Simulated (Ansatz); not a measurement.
# AlH₃+ (doublet): the correlation ladder, cc-pVTZ

The task here is to estimate one member of a computed series from the others.

Computed with Ansatz 0.2.0, Gaussian basis. Level: cc-pVTZ, core rule «outside noble gas», up to 5 orbitals frozen.

To be run: UHF; CCSD(T) on ROHF; CCSD(T) on UHF; BCCD(T) on ROHF; CCSDT(Q) on ROHF; CCSDT(Q) on UHF; CASSCF and MRCISD+Q, 5 electrons in 7 orbitals; CASSCF and NEVPT4(SD), 5 electrons in 7 orbitals; CASSCF and NEVPT2, 5 electrons in 7 orbitals.

6 further runs of the same task are left out: 2 for a known fault of the program, 1 that didn't finish, 3 set aside as unsound or not needed.

### The geometry

The geometry is a PBE0/def2-TZVP stationary point (not a proven minimum) of the parent state, kept for this charge and spin.

4 atoms, charge 1, spin multiplicity 2.

Atoms are counted from 1 here; the program's logs count them from 0.

Bond lengths: Al1–H2 1.586 Å, Al1–H3 1.586 Å, Al1–H4 1.586 Å. Angles: H2–Al1–H3 120.0°, H2–Al1–H4 120.0°, H3–Al1–H4 120.0°.

The first run:

The input, in.yaml:

```yaml
crystal:
  periodic: [false, false, false]
  atoms:
    - {symbol: Al, position_ang: [0.000000, 0.000000, 0.000000]}
    - {symbol: H, position_ang: [1.585776, 0.015051, -0.000083]}
    - {symbol: H, position_ang: [-0.805923, 1.365794, -0.002790]}
    - {symbol: H, position_ang: [-0.779853, -1.380845, 0.002873]}
basis:
  gaussian: {orbitals: cc-pVTZ}
total_charge: 1
magnetization: {spin_polarized: true, initial_magnetization: 1}
hamiltonian: {xc: hf}
output: {orbitals: {seedname: orbitals}}
```

On the command line:

```bash
$ ansatz run in.yaml --threads 1 --pin off --events-out ev --progress --plain --max-ram 4096MiB --backend cpu
```

Among the steps run: UHF; CCSD(T) on ROHF; CCSD(T) on UHF; BCCD(T) on ROHF; CCSDT(Q) on ROHF; CCSDT(Q) on UHF; CASSCF and MRCISD+Q, 5 electrons in 7 orbitals; CASSCF and NEVPT4(SD), 5 electrons in 7 orbitals; CASSCF and NEVPT2, 5 electrons in 7 orbitals.

One table of the session follows, with a row left open; its other results are not shown here.

```
            method  from UCCSDT(Q) (kJ/mol)
               UHF                   +243.5
              RMP2                    +66.9
              UMP2                    +70.7
             RCCSD                     +6.9
             UCCSD                     +5.9
          RCCSD(T)                     +1.7
          UCCSD(T)                     +1.7
           BCCD(T)                     +1.7
            RCCSDT                     +0.1
            UCCSDT                     +0.1
         RCCSDT(Q)                      0.0
         UCCSDT(Q)                        0
    CASSCF valence                        ?
    NEVPT2 valence                    +31.6
NEVPT4(SD) valence                     +6.0
    MRCISD valence                     +4.4
  MRCISD+Q valence                     +1.3
```

**Question.** Estimate the row for CASSCF valence.

As computed: from UCCSDT(Q) (kJ/mol): +124.2. In the column «from UCCSDT(Q) (kJ/mol)» it lies between UMP2 (+70.7) and UHF (+243.5).

Some runs used a GPU and others CPU threads alone; cost is compared among the CPU runs only.

Among the levels timed on like hardware, those that no quicker one beats, quickest first: NEVPT2 valence (2.7 s, +31.6 kJ/mol); BCCD(T) (7.5 s, +1.7 kJ/mol); RCCSD(T) (13 s, +1.7 kJ/mol); UCCSD(T) (15 s, +1.7 kJ/mol).

Limits of these values: Left out of the table: ROHF (another determinant or state than the rows shown). Of the multireference levels listed MRCISD+Q valence comes nearest in total energy (+1.3 kJ/mol), which doesn't show that its space is the better one. Restricted and unrestricted rows rest on different reference determinants; where their highest levels disagree by more than a few hundredths of an eV, they describe different states and don't form one ladder.
